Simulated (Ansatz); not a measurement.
# BO− (triplet): geometry optimisation

Where does this start of BO− (triplet) end when it is relaxed?

Program: Ansatz 0.2.0, Gaussian basis. Level of theory: UKS PBE0/def2-TZVPD. These are calculated values, not measurements.

### 1 Where the work starts

2 atoms, charge -1, spin multiplicity 3.

Atoms are counted from 1 here; the program's logs count them from 0.

Bond lengths: B1–O2 1.395 Å.

The start is set by covalent radii. Sticks and bond lists go by distance. 

### 2 Relaxation

Input file in.yaml:

```yaml
crystal:
  periodic: [false, false, false]
  atoms:
    - {symbol: B, position_ang: [0.000000, 0.000000, 0.000000]}
    - {symbol: O, position_ang: [0.000000, 0.000000, 1.395000]}
basis:
  gaussian: {orbitals: def2-TZVPD}
total_charge: -1
magnetization: {spin_polarized: true, initial_magnetization: 2}
hamiltonian: {xc: pbe0}
relax: {f_tol: 0.004, max_steps: 80}
```

Run with:

```bash
ansatz run in.yaml --threads 1 --pin off --events-out ev --progress --plain --max-ram 2176MiB
```

Q: Predict the outcome of this session. Wanted: energy gained; shift from the start; total energy; ⟨S²⟩.

The runs gave:

```
                  quantity          value
                     steps             10
             energy gained       0.658 eV
shift from the start (rms)        0.097 Å
              total energy  -2718.6687 eV
                      ⟨S²⟩          2.012
```

In words: The bonds of the start are those of the end. B1–O2 went from 1.395 to 1.202 Å. No vibrations were run, so this is a stationary point, not a proven minimum, and this spin need not be the ground state's.
